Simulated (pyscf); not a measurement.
A first-order saddle from PySCF, ωB97X-D3(BJ)/def2-SVP:

```xyz
16

C     -0.8598     0.2095    -0.5810
C     -0.9366     0.6925     0.8586
C     -2.3789     0.8040     1.3544
H     -1.5115    -0.6951    -0.6810
H      0.0691    -0.5420    -0.9504
H     -1.2191     0.9315    -1.3223
H     -0.3765    -0.0095     1.4983
H     -0.4216     1.6621     0.9352
H     -2.4098     1.1705     2.3922
H     -2.8921    -0.1716     1.3286
H     -2.9623     1.5054     0.7355
C      0.9919     0.3954    -1.0183
C      1.9891    -0.0018    -0.1293
H      1.0796     0.3373    -2.1077
H      2.9239    -0.4406    -0.4976
H      1.9047     0.1483     0.9523
```
Charge 0, spin multiplicity 2.

Surface: doublet, charge 0. Lowest wavenumbers (cm⁻¹): 1476i, 95, 125, 195, 248.

Task: What reaction is this the transition state of?

Result: H₃C–CH₂–CH₃ + •HC=CH₂ ⇌ •H₂C–CH₂–CH₂–CH₂–CH₃, an insertion read from left to right: C–H broken and C–C, C–H formed. At ωB97M-D3(BJ)/def2-TZVP it lies +50.3 kcal/mol from the left side and +85.3 kcal/mol from the right (each side as separated species at their lowest minima found). From the product side, H₂C=CH–CH₂–CH₂–CH₃ + H• lies, by one bond made or cut, 48.0 kcal/mol under this saddle at ωB97M-D3(BJ). •H₂C–CH₂–CH₂–CH₂–CH₃ lies 6.6 kcal/mol over its isomer H₃C–CH₂–C•(CH₃)–CH₃, and others may lie lower still (electronic energy, ωB97M-D3(BJ)). This is the saddle that the search found; another between the same sides may lie lower.
